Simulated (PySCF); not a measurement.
An unknown is described by computed data only.

Elements present: C, H and P. Monoisotopic mass: 103.0671 u (electron mass counted); charge +1.

* 13C NMR: chemical shifts (computed TMS as zero) by class: 9.4 (2 C), 7.8 (2 C), 3.8 (1 C) ppm [GIAO KT3/pcSseg-1]
* Triplet: lowest triplet excitation (Tamm–Dancoff): 7.94 eV [TDA PBE0/def2-SVPD]
* Valence photoelectron: vertical ionisation energy: 15.36 eV [ΔSCF PBE0/def2-SVPD]
* Rotational structure: rotational constants A, B, C: 4.573, 2.001, 1.543 GHz [PBE0-D3(BJ)/def2-SVP]
* UV, strongest line: among the 10 lowest singlet transitions: S6 at 8.65 eV (143 nm, f = 0.143) [TDDFT PBE0/def2-SVPD]
* NMR, other nuclei: isotropic shieldings of nuclei other than C and H, by class: 324 (1 P) ppm [GIAO KT3/pcSseg-1]
* Polarisability: 76.0 au [PBE0/def2-SVPD]
* UV, first state: lowest singlet excitation: 8.12 eV (153 nm, f = 0.006) [TDDFT PBE0/def2-SVPD]

Gas-phase values; electronic properties from PySCF, density fitting. Levels stand in brackets. Geometry: PBE0-D3(BJ)/def2-SVP, one conformer, isolated ion. Each NMR value is the plain mean over a class of atoms that symmetry, rotation or inversion makes alike.

Question: Which formula fits the mass and the elements?

Answer: C5H12P (calculated 103.0671). No other formula that holds each of these elements comes within 0.0003 u with a fitting electron parity and a possible valence count.

Question: Give a SMILES that accounts for the data.

Answer: Numbering: `[CH3:1][PH+:2]([CH3:3])[CH:4]1[CH2:5][CH2:6]1`. 5 carbons fall into 3 classes; from least to most shielded: three-membered-ring carbon [C5/C6] (9.4 ppm, 2 C), chain sp3 carbon bound to phosphorus [C1/C3] (7.8 ppm, 2 C), ring sp3 carbon bound to phosphorus [C4] (3.8 ppm). The other shieldings belong to: 324 ppm, phosphonium phosphorus [P2]. The first electron is taken from the HOMO, whose largest Löwdin shares are 0.36 on an sp3 carbon bound to phosphorus, 0.24 on a three-membered-ring carbon, 0.15 on a three-membered-ring carbon and 0.04 on the phosphonium phosphorus. The optimised geometry has point group Cs and is an asymmetric top. Structure: `C[PH+](C)C1CC1`. Computed isomers that give other values at the same levels: `C/C=C/[PH2+]CC` (rotational constant A: 10.965 GHz; this holds for the one conformer computed); `C=CC[PH+](C)C` (rotational constant A: 5.125 GHz; this holds for the one conformer computed); `C[C@@H]1C[P+]1(C)C` (rotational constant A: 3.982 GHz; this holds for the one conformer computed). The assignments are read from this structure; whether some other isomer fits the data as well wasn't checked.

Shape of the structure used: `[CH3:1][PH+:2]([CH3:3])[CH:4]1[CH2:5][CH2:6]1`: C1–P2–C4–C5 151°.
